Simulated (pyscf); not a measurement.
Homolytic dissociation enthalpies at 298 K of Br–Si, Cl–Si, F–Si bonds in 8 gas-phase molecules, in eV. PySCF, gas phase, ωB97X-D3(BJ)/def2-SVP geometries. Correlated levels are frozen-core, on RHF or UHF. ΔMP2 is the change of the MP2 total energy from the triple- to the quadruple-zeta basis. Both columns use the same structures and thermal terms. Rows were drawn at random from the closed-shell molecules with such a bond whose radicals are computed, keep their shape and have no isomer in the data more than 5 kcal/mol lower.

```tsv
row	molecule	radicals	B3LYP-D3(BJ)/def2-TZVP	CCSD(T)/def2-TZVPP + ΔMP2(QZVPP)
1	H₃Si–SiH(Cl)–Cl	H₃Si–SiH•–Cl + Cl•	4.50	4.64
2	Br–SiH₂–Br	Br• + •H₂Si–Br	3.96	?
3	H₃Si–Br	SiH₃• + Br•	3.99	4.15
4	HO–SiH₂–F	HO–SiH₂• + F•	6.69	6.88
5	F–SiH(F)–SiH₃	F• + F–SiH•–SiH₃	6.52	6.71
6	F–SiH(SiH₃)–SiH₃	F• + H₃Si–SiH•–SiH₃	5.99	6.10
7	HO–SiH(OH)–F	HO–SiH•–OH + F•	6.88	7.10
8	F–SiH₂–NH–SiH₃	F• + •H₂Si–NH–SiH₃	6.60	6.80
```

Problem. Fit a line that carries the B3LYP-D3(BJ) values to the last column and predict row 2.

Solution. In the 7 complete rows the last column lies 0.11 to 0.22 eV from B3LYP-D3(BJ) (mean 0.17, median 0.19). Least squares gives y = 0.06 + 1.02·x with residuals of 0.03 eV (root mean square). For row 2: 0.06 + 1.02 × 3.96 = 4.10 eV, an extrapolation. The computed value is 4.17 eV, 0.07 over the line. The CCSD(T) − MP2 part came from Ansatz, without density fitting, on the same reference. The frozen core leaves the outer d or s,p core shells of the metals and heavy elements correlated in the MP2 and CC values, and def2-TZVPP describes them poorly, which can shift differences by a few kcal/mol. Left out: the spin-orbit lowering of Br, Cl, F, which is large for Br, Se, Te and I. Elements up to Kr have no core potential and no relativistic terms here.
